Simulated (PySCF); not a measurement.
Compound: C₅H₅S (doublet state).
Cartesian coordinates in Å at the GFN2-xTB level; atoms count from 1:
```xyz
11
C5H5S angstrom
C     -2.073    1.052    0.515
C     -1.727   -0.159    0.179
C     -0.359   -0.666   -0.033
S     -0.156   -2.233   -0.463
C      0.750    0.246    0.144
C      2.029   -0.090   -0.019
H     -1.591    1.980    0.729
H     -2.489   -0.915    0.027
H      0.485    1.256    0.428
H      2.822    0.623    0.124
H      2.314   -1.091   -0.301
```

The hyperfine couplings belong to this conformer and change with its torsions.

As a line formula: `[H]/[C]=C\C(=S)C=C` [radical].

Theory: UKS B3LYP, pcH-1 on C H S, non-relativistic, mean-field spin-orbit, GIAO (PySCF). Geometry: GFN2-xTB, one conformer, isolated molecule. GFN2-xTB frequencies show an imaginary mode (61i cm⁻¹), so this geometry is no minimum at that level. The geometry wasn't refined by DFT: couplings that depend on bond lengths, twists or pyramidal angles can differ widely from those at the functional's own minimum. No stability test was run, so a lower SCF solution isn't excluded.

Predict the first-order ENDOR lines of C3, C2, C5, C6, H8, H7, H11 and H10 under fast tumbling at B = 336.9 mT (X band).

For S = 1/2 in fast tumbling each set of equivalent nuclei gives two lines, ν± = |νn ± a/2| to first order, with νn = g_N μN B/h and μN/h = 7.62259 MHz/T.

```tsv
nuclei	isotope	g_N	νn (MHz)	a_iso (MHz)	lower line (MHz)	upper line (MHz)
C3	13C	1.4048	3.61	80.70	36.74	43.96
C2	13C	1.4048	3.61	-12.06	2.42	9.64
C5	13C	1.4048	3.61	-3.85	1.68	5.53
C6	13C	1.4048	3.61	0.79	3.21	4.00
H8	1H	5.5857	14.34	112.39	41.85	70.54
H7	1H	5.5857	14.34	39.93	5.62	34.31
H11	1H	5.5857	14.34	0.82	13.93	14.75
H10	1H	5.5857	14.34	0.58	14.06	14.63
```

The rows for 13C, of low natural abundance, apply to labelled samples.

Which pairs are centred on the nuclear Larmor frequency, and which on half the coupling?

Centred on νn, since |a| < 2νn: C5, C6, H11 and H10. Centred on |a|/2 and split by 2νn: C3, C2, H8 and H7.
